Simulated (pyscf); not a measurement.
A first-order saddle from PySCF, ωB97X-D3(BJ)/def2-SVP:

```xyz
4

B      0.6007     0.0785     0.8100
O      0.4301     0.4518    -0.3586
H      0.5580    -0.6431     1.7560
H     -0.1724    -0.3320    -1.2923
```
Charge 0, spin multiplicity 2.

Surface: doublet, charge 0. Lowest wavenumbers (cm⁻¹): 2151i, 636, 782, 895, 1698.

**Question.** Which two sides does it connect, and which bonds change?

**Answer.** HB=O + H atom (H•) ⇌ [HB–OH]•, an addition read from left to right: none broken and H–O formed. At CCSD(T)/def2-TZVPP + ΔMP2(QZVPP) it lies +0.83 eV from the left side and +1.39 eV from the right (each side as separated species at their lowest minima found). [HB–OH]• lies 0.25 eV over its isomer H₂B–O•, and others may lie lower still (electronic energy, ωB97M-D3(BJ)). One saddle was located; it need not be the lowest between these sides. The CCSD(T) − MP2 part came from Ansatz, without density fitting, on the same reference.
